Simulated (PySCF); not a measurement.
Compound: silanethione, H2SSi.
Geometry (PBE0-D3(BJ)/def2-SVP, Å), atoms numbered from 1 in this order:
```
atom  x, y, z in Å
Si1   -0.0408    0.0195   -0.1895
S2     1.3878   -0.6151   -1.3525
H3    -0.6316    1.3897   -0.2273
H4    -0.7051   -0.7908    0.8737
```

Theory: PySCF, TDDFT CAM-B3LYP/def2-SVPD, vertical, gas phase, core orbitals frozen in the response.

Transition dipole moments from the ground state, in atomic units and in the frame of the coordinates above (overall signs are arbitrary), for the states with f of 0.002 or more among the lowest 6:

| state | E (hartree) | μx | μy | μz |
| --- | --- | --- | --- | --- |
| S2 | 0.1800 | 0.699 | -0.310 | -0.568 |
| S4 | 0.2133 | -0.018 | -0.521 | 0.264 |
| S5 | 0.2449 | -0.435 | -0.201 | -0.427 |
| S6 | 0.2475 | 0.007 | 0.221 | -0.112 |

(1) Work out the oscillator strengths.

(2) Label these states by symmetry in C2v.

(3) All atoms lie in one plane. Which transitions are polarised in it and which across it?

(4) What angle do the transition dipoles of S2 and S5 make?

(5) What peak molar absorption coefficient would the strongest computed level give as a lone Gaussian band 0.5 eV wide at half height?

## Answers

(1) f = (2/3) ΔE |μ|² with ΔE in hartree (27.2114 eV).

| state | \|μ\|² (au) | \|μ\| (D) | f |
| --- | --- | --- | --- |
| S2 | 0.907 | 2.42 | 0.109 |
| S4 | 0.342 | 1.49 | 0.049 |
| S5 | 0.411 | 1.63 | 0.067 |
| S6 | 0.061 | 0.63 | 0.010 |

(2) The ground state is totally symmetric, so the direction of μ fixes the label. Polarised along the twofold axis, so A1: S2. Polarised across the twofold axis, so B1 or B2: S4, S5 and S6. Which of B1 and B2 hangs on the choice of axes; S4 and S6 take one label and S5 the other.

(3) In the plane: S2, S4 and S6. Perpendicular: S5. States polarised in the plane are symmetric under reflection in it, those polarised across it antisymmetric.

(4) |cos θ| = |μa·μb| / (|μa| |μb|) = 0.00, so θ ≈ 90° (taken between 0 and 90°, since the signs are arbitrary).

(5) ε(max) = 2.175×10⁸ f / FWHM, with the width in cm⁻¹. S2: 2.175×10⁸ × 0.1089 / 4033 ≈ 5900 L mol⁻¹ cm⁻¹.

Hardware: an Arm Neoverse V1 with one thread, no GPU, shared host. Cost: 2.8 s (with the writing of density and orbital grids).
